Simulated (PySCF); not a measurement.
# A barrier at the coupled-cluster level

Start structure (BH$_{5}$S, closed shell), relaxed at PBE0-D4/def2-TZVP:

```json
{"atom": "B1", "x (Å)": "0.2823", "y (Å)": "0.0701", "z (Å)": "-0.8551"}
{"atom": "S2", "x (Å)": "1.1231", "y (Å)": "1.4361", "z (Å)": "-0.1175"}
{"atom": "H3", "x (Å)": "-0.8618", "y (Å)": "0.1446", "z (Å)": "-1.1746"}
{"atom": "H4", "x (Å)": "0.9331", "y (Å)": "-0.9149", "z (Å)": "-1.0155"}
{"atom": "H5", "x (Å)": "-0.6134", "y (Å)": "-1.2850", "z (Å)": "1.8381"}
{"atom": "H6", "x (Å)": "-0.9799", "y (Å)": "-1.7843", "z (Å)": "1.4211"}
{"atom": "H7", "x (Å)": "0.1153", "y (Å)": "2.3258", "z (Å)": "-0.1000"}
```

The step: BH₃S ([BH2][SH]) + H₂ → BH₃ + H₂S (still joined by a long B–S bond); bonds formed: B1–H6, S2–H5; bonds broken: H5–H6; bonds weakened to dative contacts: B1–S2. Program: PySCF 2.14 with density fitting (its default auxiliary sets; JK sets also for MP2 and CCSD(T)). Basis: def2-TZVPP and def2-QZVPP. Cores are frozen in the correlated methods. Extrapolation: Hartree–Fock as exp(−7.88 √X), correlation as X^−2.97. Energies below are by CCSD(T) at an estimated basis limit (MP2 extrapolated from triple and quadruple zeta, plus CCSD(T) − MP2 in triple zeta).

Question: What are the electronic barrier and the energy of the step, from the start structure to the end structure? (To be estimated.)

Answer: Computed: Barrier 1.063 eV; step energy 0.270 eV (uphill); reverse barrier, their difference, 0.794 eV. Barrier and step energy count from the start structure, the reverse barrier from the end structure.

The saddle point: One imaginary mode of 738i cm⁻¹.
| pair | start (Å) | saddle (Å) | end (Å) |
| --- | --- | --- | --- |
| B1–H6 | 3.20 | 1.27 | 1.20 |
| S2–H5 | 3.77 | 1.57 | 1.35 |
| B1–S2 | 1.77 | 2.05 | 1.98 |
| H5–H6 | 0.75 | 1.17 | 2.83 |

Zero-point energy (harmonic, PBE0-D4): ZPE is 1.128 eV at the start and 1.238 eV at the saddle, so the barrier goes from 1.063 to 1.174 eV.

The T1 diagnostic stays at or below 0.015.

Labels in which every atom is bracketed show which atoms are joined, not bond orders.

For scale, one of the runs: CCSD(T)/def2-TZVPP, 143 basis functions, launched by `OMP_NUM_THREADS=4 python run.py`. The run took 27 s on 4 CPU threads of an Intel Xeon 6975P-C (shared host), with 0.7 GiB of host memory at its peak.
